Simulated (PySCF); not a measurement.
## Working out the electron affinity of Si

Si- [Ne] 3s2 3p3 (4S) → Si [Ne] 3s2 3p2 (3P). All numbers are calculated (PySCF 2.14, no relativity, point nucleus, in aug-cc-pV(T+d)Z with one added diffuse shell each of s, p, d, f type (7s6p5d3f, 71 functions)). Frozen: [Ne]. Energies in hartree (1 hartree = 27.21139 eV):

```json
{"part": "UHF", "Si- (lower)": "-288.888055", "Si (upper)": "-288.856700"}
{"part": "CCSD correlation", "Si- (lower)": "-0.092373", "Si (upper)": "-0.074907"}
{"part": "(T)", "Si- (lower)": "-0.004800", "Si (upper)": "-0.002589"}
```

What does Hartree-Fock give?

(-288.856700) − (-288.888055) = 0.031355 hartree = 0.853 eV.

What do CCSD and CCSD(T) give?

The CCSD correlation energies differ by 0.017466 hartree = 0.475 eV and the triples by 0.002211 hartree = 0.060 eV, so CCSD gives 1.328 eV and CCSD(T) 1.388 eV.

A first-order spin-orbit estimate adds -0.016 eV to CCSD(T) (valence), giving 1.372 eV against 1.390 eV (measured; photodetachment measurements, as compiled on the Wikipedia data page of electron affinities).

What remains against the reference includes basis incompleteness, the frozen core and higher excitations.
